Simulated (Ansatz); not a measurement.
Ansatz (a first-principles code) input:

Ansatz 0.2 input:
```yaml
crystal:
  periodic: [false, false, false]
  atoms:
    - {symbol: C, position_ang: [-0.97165697, -0.65156654, -0.00520927]}
    - {symbol: C, position_ang: [0.00620844, 0.49447777, 0.00506174]}
    - {symbol: H, position_ang: [-0.45337239, -1.61395950, -0.01586483]}
    - {symbol: H, position_ang: [-1.61078508, -0.57064172, 0.87489567]}
    - {symbol: H, position_ang: [-1.61344761, -0.55262858, -0.88152790]}
    - {symbol: O, position_ang: [1.18378704, 0.45997030, 0.00292278]}
basis:
  gaussian:
    orbitals: def2-TZVP
hamiltonian:
  xc: {name: PBE}
magnetization: {spin_polarized: true, initial_magnetization: 1}
relax: {f_tol: 0.003, max_steps: 100}
```

### Question
What final total energy does it print?

### Answer
-153.06178 Eh (PBE/def2-TZVP). The basis has 111 functions.

It need not be the lowest isomer of its formula.
